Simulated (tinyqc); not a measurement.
Pariser-Parr-Pople SCF with singles CI, for the molecule C1=CC=C1 (SMILES; centres numbered as the heavy atoms are written), step by step. One step of it, computed by the program tinyqc.

Problem. PPP integrals. Ohno: gamma = 14.399645/sqrt(R^2 + a^2), a = 2 x 14.399645/(gamma_rr + gamma_ss); H_rr = -W_r - sum_(s != r) z_s gamma_rs; H_rs = beta for bonds.

Centres (angstrom, eV; a flat drawing with bonds scaled to 1.40 angstrom):
```
centre          x          y  core charge z          W   gamma_rr
1C       0.990000   0.000000              1  11.490000  12.310000
2C       0.000000   0.990000              1  11.490000  12.310000
3C      -0.990000   0.000000              1  11.490000  12.310000
4C       0.000000  -0.990000              1  11.490000  12.310000
```

Resonance integrals (eV):
```
i  j       beta
1  2  -2.610000
2  3  -2.610000
3  4  -2.610000
4  1  -2.610000
```

Give: repulsion gamma_rs; core matrix H.

Solution.

repulsion gamma_rs (eV), lower triangle:
```
        1C      2C      3C      4C
1C  12.310
2C   7.893  12.310
3C   6.261   7.893  12.310
4C   7.893   6.261   7.893  12.310
```

core matrix H (eV), lower triangle:
```
         1C       2C       3C       4C
1C  -33.537
2C   -2.610  -33.537
3C    0.000   -2.610  -33.537
4C   -2.610    0.000   -2.610  -33.537
```
